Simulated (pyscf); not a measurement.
# Routes from H₃C–In (SMILES [CH3][In]) [singlet] + H₂O (SMILES O)

Candidate steps break at most two bonds and form at most two. Each was searched with GFN2-xTB (tblite) first. Single points on ωB97X-D3(BJ)/def2-SVP structures (PySCF, gas phase). Correlated levels are frozen-core, on RHF or UHF. ΔMP2 is the change of the MP2 total energy from the triple- to the quadruple-zeta basis. Energies: CCSD(T)/def2-TZVPP + ΔMP2(QZVPP), eV, from the separated reactants, singlet surface; ΔG‡ with ideal gas, 1 atm, RRHO with modes under 100 cm⁻¹ raised to 100, one conformer, R ln 2 for chiral ones without a mode under 150 cm⁻¹.

```tsv
products	type	ΔE‡	ΔE	ΔG‡ 298 K	ΔG‡ 900 K	ν‡ (cm⁻¹)
HO–In [singlet] + CH₄	four-centre exchange	0.27	-1.27	0.59	1.40	1303i
H₃C–InH–OH	insertion	1.65	-0.33	1.91	2.65	1375i
```

Row 1: On the reactant side the descent ends in a bound adduct, 0.37 eV under the separated species and 0.57 eV under the saddle at ωB97X-D3(BJ)/def2-TZVP. Row 2: On the reactant side the descent ends in a bound adduct (not fully relaxed), 0.37 eV under the separated species and 1.99 eV under the saddle at ωB97X-D3(BJ)/def2-TZVP. 

Plain bond fissions and candidates not yet searched are not listed, and one of them may be faster. Each barrier is that of the saddle found; lower ones may exist. The CCSD(T) − MP2 part came from Ansatz, without density fitting, on the same reference. The frozen core leaves the outer d or s,p core shells of the metals and heavy elements correlated in the MP2 and CC values, and def2-TZVPP describes them poorly, which can shift differences by a few kcal/mol. Elements past Kr carry the def2 core potentials, without spin-orbit coupling.
